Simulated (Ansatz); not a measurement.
Ansatz (an electronic-structure program) input (CCSD(T)/cc-pV(T+d)Z): A basis named .json is the Basis Set Exchange file of that set (core-valence sets with the plain set on hydrogen).

Ansatz 0.2 input:
```yaml
crystal:
  periodic: [false, false, false]
  atoms:
    - {symbol: C, position_ang: [-0.00000000, 0.00000000, -0.00000000]}
    - {symbol: H, position_ang: [0.62054657, 0.62688914, 0.63896175]}
    - {symbol: H, position_ang: [-0.64285838, -0.62489528, 0.61852983]}
    - {symbol: H, position_ang: [0.63693263, -0.63278043, -0.61664082]}
    - {symbol: H, position_ang: [-0.61462083, 0.63078657, -0.64085076]}
basis:
  gaussian:
    orbitals: cc-pV_T+d_Z.json
magnetization: {spin_polarized: false}
correlation: {method: ccsd_t, frozen_orbitals: {C: 0, H: 0}}
```

Output:

```
Functional definition: HF
integrals: 0.07 GiB planned
464 factors; integrals over basis functions are off by at most 8.8e-4 eV
mean field: 0.12 GiB planned
mean field evaluation 1: about -1093.1140 eV, gradient 2.2e1 eV
mean field evaluation 2: about -1093.1125 eV, gradient 2.2e1 eV
mean field evaluation 4: about -1094.2497 eV, gradient 1.5e0 eV
mean field evaluation 8: about -1094.2605 eV, gradient 1.7e-4 eV
mean field evaluation 16: about -1094.2603 eV, gradient 2.1e-1 eV
mean field -1094.26053040 eV, -40.2133327759 hartree, gradient 1.7e-6 eV, S^2 0.000000; 0 other end points of the search recorded, 0 dependent functions left out
reference -1094.26053040 eV, -40.2133327759 hartree; 5, 5 occupied and 81, 81 virtual orbitals, 464 factors
second order -5.83801855 eV of doubles, -0.00000000 eV of singles
coupled cluster: 0.18 GiB planned
cycle   1  -6.23905986 eV  change   -4.0e-1 eV  update   4.3e-2
cycle   2  -6.38621659 eV  change   -1.5e-1 eV  update   1.2e-2
cycle   3  -6.40297552 eV  change   -1.7e-2 eV  update   3.7e-3
cycle   4  -6.40247468 eV  change    5.0e-4 eV  update   8.1e-4
cycle   5  -6.40263185 eV  change   -1.6e-4 eV  update   1.7e-4
cycle   6  -6.40263876 eV  change   -6.9e-6 eV  update   3.5e-5
cycle   7  -6.40265066 eV  change   -1.2e-5 eV  update   7.7e-6
perturbative correction -0.17547875 eV, -0.0064487251 hartree
Total energy: -1100.83865982 eV, -40.4550745730 hartree
```
